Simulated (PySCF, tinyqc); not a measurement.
MP2 on RHF in the sto-6g basis, frozen core, for LiH, spin multiplicity 1, step by step. The lowest restricted solution is unstable here: a spin-polarised one lies 0.0185 hartree lower (PySCF). One step of it, computed by the program tinyqc.

Task: Second-order Moller-Plesset energy. E2 = sum_ijab (ia|jb) [2 (ia|jb) - (ib|ja)] / (e_i + e_j - e_a - e_b) over occupied i, j and virtual a, b; the opposite-spin part is (ia|jb)^2 / denominator, the rest is same-spin, and SCS-MP2 scales them by 6/5 and 1/3.

orbital energies (hartree): MO1 -2.413584, MO2 -0.216801, MO3 0.066735, MO4 0.155701, MO5 0.155701, MO6 0.334111

Two-electron integrals over orbitals (pq|rs), unique and non-zero (hartree); the lowest 1 orbital is frozen and left out:
```
(22|22) 0.438134    (32|22) -0.064787   (32|32) 0.026868    (33|22) 0.210299
(33|32) 0.017195    (33|33) 0.323117    (42|42) 0.020399    (43|42) 0.020960
(43|43) 0.041672    (44|22) 0.234105    (44|32) 0.018674    (44|33) 0.278182
(44|44) 0.313125    (52|52) 0.020399    (53|52) 0.020960    (53|53) 0.041672
(54|54) 0.016875    (55|22) 0.234105    (55|32) 0.018674    (55|33) 0.278182
(55|44) 0.279374    (55|55) 0.313125    (62|22) 0.105937    (62|32) -0.050852
(62|33) -0.018262   (62|44) -0.043308   (62|55) -0.043308   (62|62) 0.133860
(63|22) -0.062670   (63|32) 0.022248    (63|33) 0.037360    (63|44) 0.011027
(63|55) 0.011027    (63|62) -0.042860   (63|63) 0.035074    (64|42) -0.017496
(64|43) -0.010973   (64|64) 0.018649    (65|52) -0.017496   (65|53) -0.010973
(65|65) 0.018649    (66|22) 0.405316    (66|32) -0.049163   (66|33) 0.238802
(66|44) 0.254564    (66|55) 0.254564    (66|62) 0.081315    (66|63) -0.046135
(66|66) 0.396900
```

Hartree-Fock energy = -7.87237459 hartree

Give: Terms; Pair energies; MP2 correlation energy; SCS-MP2 correlation energy; MP2 total energy.

Result:

Terms:
```
i  j  a  b  (ia|jb)  (ib|ja)  denominator     term
2  2  6  6   0.1339   0.1339      -1.1018  -0.0163
2  2  6  3  -0.0509  -0.0509      -0.8344  -0.0031
2  2  3  6  -0.0509  -0.0509      -0.8344  -0.0031
2  2  3  3   0.0269   0.0269      -0.5671  -0.0013
2  2  4  4   0.0204   0.0204      -0.7450  -0.0006
2  2  5  5   0.0204   0.0204      -0.7450  -0.0006
```

Pair energies (hartree; pair i-j sums ij and ji):
```
pair  opposite spin  same spin
2-2         -0.0249          0
```

MP2 correlation energy = -0.024850 hartree

SCS-MP2 correlation energy = -0.029821 hartree

MP2 total energy = -7.897225 hartree
